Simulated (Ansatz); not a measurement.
A calculation with Ansatz (development build ahead of 0.2.0).

```yaml
crystal:
  periodic: [false, false, false]
  atoms:
    - { symbol: Si, position_ang: [-0.00218, -0.04111, -0.99149] }
    - { symbol: S, position_ang: [-0.03502, -0.03546, 1.02387] }
basis:
  gaussian: { orbitals: def2-SVP }
total_charge: -1
magnetization:
  spin_polarized: true
  initial_magnetization: 1
hamiltonian:
  xc: hf
correlation:
  method: mp2
  frozen_orbitals: { S: 5, Si: 5 }
```

The input is written out in the form of the current development build from the run's settings.

The run gave:

```yaml
Converged: yes
Reference_energy: -686.24698 hartree
Correlation_energy: -0.19323 hartree
Total_energy: -686.44021 hartree
Spin_squared_of_the_determinant: 0.770
Stability_test: minimum
Occupied_orbitals_by_symmetry_in_an_Abelian_subgroup_alpha;_beta: 9 A1 4 B1 3 B2; 9 A1 3 B1 3 B2
```

Messages of the program:
```
mean field -18673.73167100 eV, -686.2469813995 hartree, gradient 3.0e-6 eV, S^2 0.769658; 4 other ends of a descent, 0 dependent functions left out
```

Caution: no diffuse functions for an anion.
